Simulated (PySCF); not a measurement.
An unknown is described by computed data only.

Formula: OF2.

| Property | Result |
| --- | --- |
| UV, first state | lowest singlet excitation: 4.84 eV (256 nm, f = 0.000) [TDDFT PBE0/def2-SVPD] |
| Dipole | 0.26 D [PBE0/def2-SVPD] |
| Rotational structure | rotational constants A, B, C: 62.307, 11.259, 9.536 GHz [PBE0-D3(BJ)/def2-SVP] |
| UV, strongest line | among the 10 lowest singlet transitions: S9 at 10.53 eV (118 nm, f = 0.131) [TDDFT PBE0/def2-SVPD] |
| XPS | O1s 545.2, F1s 695.0 (×2) eV [ΔSCF SCAN, pcX-2 on the ionised atom, pcseg-1 elsewhere, spin-free X2C] |
| Couplings | largest of the computed one-bond spin–spin couplings (means over like bonds): 19F–17O -241.0 (×2) Hz [B3LYP/pcJ-1] |
| Valence photoelectron | vertical ionisation energy: 13.34 eV [ΔSCF PBE0/def2-SVPD] |
| NMR, other nuclei | isotropic shieldings of nuclei other than C and H, by class: -467 (1 O), 5 (2 F) ppm [GIAO PBE0/pcSseg-1] |
| Polarisability | 13.7 au [PBE0/def2-SVPD] |

Electronic properties: PySCF, gas phase, density fitting. Levels stand in brackets. Geometry: PBE0-D3(BJ)/def2-SVP; no solvent, vibrations or thermal averaging. Each NMR value is the plain mean over a class of atoms that symmetry, rotation or inversion makes alike.

Task: What is the compound? Reason from the data.

Result: Numbering: `[F:1][O:2][F:3]`. Its formula, OF2, gives 0 degrees of unsaturation, so no ring and no π bond. The other shieldings belong to: -467 ppm, oxygen bonded to 2 F [O2]; 5 ppm, fluorine bonded to O [F1/F3]. The couplings run between: -241.0 Hz, fluorine bonded to O [F1] and oxygen bonded to 2 F [O2] (with 1 like pair). The core levels belong to: O1s 545.2 eV, oxygen bonded to 2 F [O2]; F1s 695.0 eV, fluorine bonded to O [F1/F3]. The hole state at 545.2 eV has ⟨S²⟩ = 0.84 against 0.75, so that value is less sure. S1 is mainly HOMO→LUMO (weight 0.99); the largest Löwdin shares of the orbital it empties are 0.56 on the oxygen bonded to 2 F and 0.22 on each of 2 atoms of one kind (fluorine bonded to O), of the orbital it fills 0.46 on the oxygen bonded to 2 F and 0.27 on each of 2 atoms of one kind (fluorine bonded to O). The optimised geometry has point group C2v and is an asymmetric top. Structure: `FOF` (OF2). The assignments are read from this structure; whether some other isomer fits the data as well wasn't checked.
